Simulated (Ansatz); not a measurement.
The input, for Ansatz 0.2.0:

```yaml
crystal:
  periodic: [false, false, false]
  atoms:
    - {symbol: N, position_ang: [-1.197298, -0.018366, -0.028586]}
    - {symbol: H, position_ang: [-1.494577, 0.949467, -0.028586]}
    - {symbol: H, position_ang: [-1.494577, -0.420665, 0.851673]}
    - {symbol: H, position_ang: [-0.184837, -0.018366, -0.028587]}
    - {symbol: N, position_ang: [1.425702, -0.018365, -0.028587]}
basis:
  gaussian: {orbitals: cc-pVDZ}
magnetization: {spin_polarized: false, initial_magnetization: 3}
correlation: {method: sc_nevpt2, electrons: outside_noble_gas, active_space: {window: {electrons: 13, orbitals: 11}, shells: [{species: H, l: s, shell: 1}, {species: "N", l: s, shell: 2}, {species: "N", l: p, shell: 2}]}}
```

```sh
$ ansatz run in.yaml --threads 1 --pin off --events-out ev --progress --plain --max-ram 2393MiB
```

The program prints:

```
796 factors; integrals over basis functions are off by at most 2.2e-7 eV
mean field evaluation 1: about -3005.7861 eV, gradient 2.9e1 eV
mean field evaluation 2: about -3005.8200 eV, gradient 2.9e1 eV
mean field evaluation 4: about -3008.4545 eV, gradient 3.3e0 eV
mean field evaluation 8: about -3008.5256 eV, gradient 4.4e-1 eV
mean field evaluation 16: about -3008.5276 eV, gradient 6.3e-7 eV
mean field -3008.52755482 eV, -110.5613483865 hartree, gradient 6.3e-7 eV, S^2 3.750000; 0 other end points of the search recorded, 0 dependent functions left out
reference -3008.52755482 eV, -110.5613483865 hartree; 10, 7 occupied and 33, 36 virtual orbitals, 796 factors
state -3010.55448763 eV, -110.6358367933 hartree
state -3010.55448763 eV, -110.6358367933 hartree; corrected -3015.55441968 eV, -110.8195809072 hartree
Total energy: -3015.55441968 eV, -110.8195809072 hartree
Checks for a lower state left out: starts, orbital_swaps
```

Natural occupations: 1.9989 1.9984 1.9806 1.9788 1.9783 1.0013 1.0001 1.0000 0.0219 0.0214 0.0202.

For the same geometry and basis UCCSDT(Q) lies 1250.4 meV lower.

Ran on 1 thread of Intel Xeon Platinum 8259CL, shared host: 12 s wall, 0.14 GiB peak host memory.
